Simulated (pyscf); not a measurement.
`[CH3][CH3]` + `[NH2][Zn]` [doublet] → `[CH3][Zn][NH2]` + `[CH3]` [doublet] (substitution at C; doublet surface; C–C broken, C–Zn formed). Optimised with ωB97X-D3(BJ)/def2-SVP in PySCF. Energies in kJ/mol from the separated reactants.

| level | barrier | reaction energy |
|---|---|---|
| ωB97X-D3(BJ)/def2-TZVP | 205.9 | +78.5 |
| r²SCAN/def2-TZVP | (withheld) | (withheld) |
| B3LYP-D3(BJ)/def2-TZVP | 189.5 | +89.8 |
| PBE0-D3(BJ)/def2-TZVP | 193.9 | +91.2 |
| M06-2X/def2-TZVP | (withheld) | +102.9 |
| ωB97M-D3(BJ)/def2-TZVP | 208.8 | +87.0 |

Task: Complete the blanks.

Result: 
- r²SCAN/def2-TZVP, barrier: 179.4
- r²SCAN/def2-TZVP, reaction energy: +74.1
- M06-2X/def2-TZVP, barrier: 207.7

The functionals in the table span 29.4 kJ/mol in this barrier, from r²SCAN to ωB97M-D3(BJ). This is the saddle that the search found; another between the same sides may lie lower. The angle at the attacked C is 177°. Elements up to Kr have no core potential and no relativistic terms here.
